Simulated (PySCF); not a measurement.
C5H6Cl (charge +1).
Numbering: `[CH:1]#[C:2][C+:3]([CH3:4])[CH2:5][Cl:6]` (hydrogens: H7 on C1; H8, H9, H10 on C4; H11, H12 on C5)

Structure optimised with GFN2-xTB, isolated species.

Problem. What internal coordinates does the optimisation give?

Solution. 
| bond | length (Å) |
| --- | --- |
| C1≡C2 | 1.207 |
| C2–C3 | 1.397 |
| C3–C4 | 1.466 |
| C3–C5 | 1.472 |
| C5–Cl6 | 1.816 |
| C1–H7 | 1.055 |
| C4–H8, C4–H9 | 1.088 |
| C4–H10 | 1.097 |
| C5–H11, C5–H12 | 1.087 |

Bonds in one row agree within 0.01 Å and their mean is given. A selection of angles:
| angle | degrees |
| --- | --- |
| C2–C1–H7 | 179.1 |
| C1–C2–C3 | 179.2 |
| C2–C3–C4 | 118.7 |
| C2–C3–C5 | 119.3 |
| C4–C3–C5 | 121.6 |
| C3–C4–H8 | 112.3 |
| C3–C4–H9 | 112.7 |
| C3–C4–H10 | 106.9 |
| H8–C4–H9 | 110.8 |
| H8–C4–H10 | 106.1 |
| H9–C4–H10 | 107.7 |
| C3–C5–Cl6 | 82.0 |
| C3–C5–H11 | 117.7 |
| Cl6–C5–H11 | 110.9 |
| H11–C5–H12 | 113.5 |

Dihedral angles: C2–C3–C5–Cl6 -93° (anticlinal). The mirror-image conformer, all signs reversed, is as good.

Of the pairs four or more bonds apart, Cl6···H9 is among the closest relative to their van der Waals radii: 3.03 Å, 103 % of the sum of Bondi's values. C3 (carbon bonded to 3 C) is planar (angles 121.6°, 119.3° and 118.7°, sum 359.6°, 0.06 Å off the plane of its three neighbours). The 4 C–C bonds span 1.207 Å (C1≡C2, drawn triple) to 1.472 Å (C3–C5, drawn single), a spread of 0.265 Å.

Point group: C1 (no symmetry element, even within 0.4 Å). Whether it is a minimum is left open (no frequencies).

All values are computed, not measured.
